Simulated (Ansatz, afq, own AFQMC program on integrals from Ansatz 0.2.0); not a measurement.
HBrCl, doublet in cc-pVTZ, levels against CCSDT(Q)

```xyz
3

Cl    0.0000    0.0000   -1.8707
H     0.0000    0.0000    0.1703
Br    0.0000    0.0000    1.7003
```

Connectivity, by distances: Cl ··· BrH.

Basis cc-pVTZ. Only valence electrons are correlated. Integrals, coupled cluster, full CI and functionals: Ansatz 0.2.0; the random walks run on the same integrals in our own AFQMC program. ph-AFQMC/CISD is guided by a CISD state made of CCSD amplitudes; releasing the constraint for a short imaginary time cuts its bias at the price of noise, slowly where states lie close. Error bars are statistical, one sigma. No spin–orbit coupling.

Determinant: UHF, the one that the program's search chose, which needn't be the lowest solution. The geometry is a point of a scan.

No full CI on the walks' own integrals is used here; CCSDT(Q) serves as the reference and is uncertain by about the last step of the cluster series.

Cautions: no relativity below Rb; no spin-orbit coupling; inner d shell frozen; the released energies are still falling, so no released level is given (meV from the phaseless value at times in 1/Eh: -9 ± 4 at 0.24, -24 ± 6 at 0.51, -28 ± 6 at 0.99, -40 ± 9 at 1.50), though the last usable value meets CCSDT(Q) within the noise.

The T1 diagnostic is 0.0082. The weight of the determinant in the CISD state is 0.859, the ⟨S²⟩ of the determinant is 0.760 and the size of the correlated space is 15 electrons in 72 orbitals.

| level | correlation energy (eV) |
| --- | --- |
| MP2 | -9.2244 |
| CCSD | -10.3176 |
| CCSD(T) | -10.6745 |

Estimate where phaseless AFQMC with a CISD trial lies against CCSD(T) on the same integrals.

2.1 ± 0.5 kJ/mol below CCSD(T).

Reference: CCSDT(Q), correlation energy -10.719 eV.

```
        level  E − E(reference) (kJ/mol)  share of correlation (%)
      CCSD(T)                        4.3                     99.59
        CCSDT                        1.3                     99.88
ph-AFQMC/CISD                  2.1 ± 0.5                     99.79
```

A walk keeps the symmetry of its determinant, which the program's search chose and which needn't be the lowest solution, so a lower state of the same spin and another symmetry isn't excluded.
